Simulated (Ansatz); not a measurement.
Isomers of C2H4ClN, relaxed with PBE0-D4/def2-TZVP in Ansatz; electronic energies, one conformer each and not always the lowest. Functionals use def2-TZVPP; CBS adds triple-zeta CCSD(T) − MP2 to the MP2 limit of def2-TZVPP and def2-QZVPP.

(1) Order them by energy at frozen-core CCSD(T)/CBS, lowest first. (Estimate.)
A. `CC(=N)Cl`
B. `C/N=C/Cl`
C. `C=C(N)Cl`

(2) How do MP2/CBS(def2), B3LYP, HF/CBS(def2), ωB97M-V place them (kcal/mol, against `CC(=N)Cl`)? (An estimate is asked.)

Results:

(1) A (0.0 kcal/mol), C (9.3 kcal/mol), B (13.5 kcal/mol).

(2) The calculation gave: 
```json
{"isomer": "`C=C(N)Cl`", "MP2/CBS(def2)": "8.7", "B3LYP": "9.5", "HF/CBS(def2)": "9.8", "ωB97M-V": "9.1"}
{"isomer": "`C/N=C/Cl`", "MP2/CBS(def2)": "14.1", "B3LYP": "12.3", "HF/CBS(def2)": "11.9", "ωB97M-V": "13.4"}
```

B3LYP here is the variant with VWN-RPA as its local correlation; programs differ in this.
